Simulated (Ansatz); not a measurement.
Born–Oppenheimer molecular dynamics of C3H5 (8 atoms, charge 0, multiplicity 2). It starts from a relaxed structure.

All numbers below come from UKS PBE/6-31G* (Ansatz).

- ensemble: NVT, Langevin thermostat
- time step: 0.5 fs
- steps asked: 150
- set temperature: 400 K
- friction: 0.001 /fs
- seed: 183235

Frames 1 fs apart, positions in Å.

Velocities at 60.0 fs (Å/ps):

```
C 0.52 1.91 1.31
C -2.26 -3.49 2.77
C -3.12 5.22 -6.07
H -0.53 10.05 18.78
H -8.94 -2.32 9.44
H 2.11 -3.36 -2.16
H -2.10 -0.36 20.95
H 13.38 9.81 -27.20
```

```xyz
8
Properties=species:S:1:pos:R:3 time_fs=60.0 energy_less_start_eV=0.216 T=169
C -0.477 1.166 -0.341
C 0.361 0.204 0.191
C 0.125 -1.151 0.252
H -1.301 0.686 -0.858
H -0.345 2.251 -0.502
H 1.291 0.577 0.653
H -0.817 -1.539 -0.195
H 0.661 -1.884 0.841
8
Properties=species:S:1:pos:R:3 time_fs=61.0 energy_less_start_eV=0.206 T=174
C -0.476 1.168 -0.340
C 0.359 0.201 0.195
C 0.121 -1.146 0.246
H -1.306 0.697 -0.842
H -0.352 2.247 -0.491
H 1.292 0.572 0.652
H -0.817 -1.539 -0.173
H 0.676 -1.874 0.814
8
Properties=species:S:1:pos:R:3 time_fs=62.0 energy_less_start_eV=0.183 T=184
C -0.476 1.169 -0.340
C 0.359 0.199 0.198
C 0.116 -1.141 0.240
H -1.321 0.709 -0.829
H -0.355 2.241 -0.478
H 1.293 0.567 0.654
H -0.818 -1.539 -0.153
H 0.699 -1.866 0.790
8
Properties=species:S:1:pos:R:3 time_fs=63.0 energy_less_start_eV=0.152 T=213
C -0.477 1.169 -0.340
C 0.359 0.199 0.203
C 0.111 -1.138 0.234
H -1.344 0.725 -0.820
H -0.354 2.236 -0.463
H 1.295 0.560 0.656
H -0.821 -1.538 -0.136
H 0.725 -1.860 0.768
8
Properties=species:S:1:pos:R:3 time_fs=64.0 energy_less_start_eV=0.118 T=248
C -0.478 1.169 -0.340
C 0.361 0.200 0.208
C 0.105 -1.135 0.228
H -1.374 0.743 -0.813
H -0.348 2.235 -0.446
H 1.297 0.552 0.660
H -0.830 -1.539 -0.121
H 0.754 -1.852 0.746
8
Properties=species:S:1:pos:R:3 time_fs=65.0 energy_less_start_eV=0.090 T=276
C -0.479 1.167 -0.341
C 0.363 0.202 0.213
C 0.100 -1.134 0.223
H -1.407 0.765 -0.808
H -0.339 2.239 -0.426
H 1.301 0.544 0.665
H -0.844 -1.542 -0.111
H 0.784 -1.843 0.724
8
Properties=species:S:1:pos:R:3 time_fs=66.0 energy_less_start_eV=0.076 T=295
C -0.482 1.164 -0.343
C 0.365 0.205 0.217
C 0.095 -1.133 0.219
H -1.438 0.790 -0.802
H -0.326 2.244 -0.405
H 1.306 0.535 0.671
H -0.864 -1.546 -0.105
H 0.812 -1.831 0.698
8
Properties=species:S:1:pos:R:3 time_fs=67.0 energy_less_start_eV=0.080 T=297
C -0.485 1.161 -0.345
C 0.368 0.210 0.222
C 0.090 -1.133 0.216
H -1.464 0.818 -0.793
H -0.309 2.248 -0.382
H 1.312 0.526 0.677
H -0.883 -1.550 -0.101
H 0.836 -1.817 0.670
8
Properties=species:S:1:pos:R:3 time_fs=68.0 energy_less_start_eV=0.094 T=285
C -0.489 1.158 -0.348
C 0.370 0.215 0.227
C 0.086 -1.134 0.213
H -1.483 0.850 -0.781
H -0.290 2.248 -0.357
H 1.319 0.517 0.681
H -0.900 -1.553 -0.097
H 0.856 -1.803 0.639
8
Properties=species:S:1:pos:R:3 time_fs=69.0 energy_less_start_eV=0.112 T=277
C -0.494 1.155 -0.350
C 0.372 0.220 0.230
C 0.081 -1.136 0.210
H -1.493 0.884 -0.764
H -0.271 2.244 -0.332
H 1.327 0.510 0.686
H -0.909 -1.554 -0.093
H 0.870 -1.792 0.604
8
Properties=species:S:1:pos:R:3 time_fs=70.0 energy_less_start_eV=0.137 T=252
C -0.499 1.153 -0.352
C 0.373 0.226 0.233
C 0.077 -1.138 0.209
H -1.497 0.917 -0.746
H -0.254 2.235 -0.307
H 1.335 0.505 0.690
H -0.911 -1.552 -0.088
H 0.880 -1.785 0.567
8
Properties=species:S:1:pos:R:3 time_fs=71.0 energy_less_start_eV=0.174 T=226
C -0.503 1.151 -0.352
C 0.373 0.231 0.235
C 0.073 -1.140 0.207
H -1.498 0.949 -0.729
H -0.238 2.221 -0.285
H 1.342 0.502 0.692
H -0.907 -1.547 -0.084
H 0.888 -1.782 0.530
```

Of the whole run (75 fs, mean temperature of the second half 211 K): The mean temperature of the second half is 47 % below the set value. A run of 0.075 ps of so small a system gives no equilibrium averages.

Time of the run: 2.8 min on 1 thread of Intel(R) Xeon(R) 6975P-C (Granite Rapids), on a shared host, peak memory 0.13 GiB.
